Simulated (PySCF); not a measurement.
# Working out the ionisation energy of Si

Si [Ne] 3s2 3p2 (3P) → Si⁺ [Ne] 3s2 3p1 (2P). Calculation: PySCF 2.14, in aug-cc-pV(Q+d)Z; no relativity, point nucleus. Frozen: [Ne]. Energies in hartree (1 hartree = 27.21139 eV):

```csv
part,Si (lower),Si⁺ (upper)
UHF,-288.858464,-288.577817
MP2 opposite-spin,-0.049923,-0.041194
MP2 same-spin,-0.010254,-0.002821
```

Q: What does Hartree-Fock give?

A: (-288.577817) − (-288.858464) = 0.280647 hartree = 7.637 eV.

Q: What do MP2 and SCS-MP2 (6/5 opposite-spin, 1/3 same-spin) give?

A: The opposite-spin parts differ by 0.238 eV and the same-spin parts by 0.202 eV. MP2: 7.637 + (0.238) + (0.202) = 8.077 eV. SCS-MP2: 7.637 + 1.2 × (0.238) + (0.202)/3 = 7.990 eV.

Measured between the centres of the two terms (NIST): 8.157 eV, so MP2 (valence) is off by -0.080 eV.

What remains against the reference includes basis incompleteness, the frozen core and correlation beyond second order.
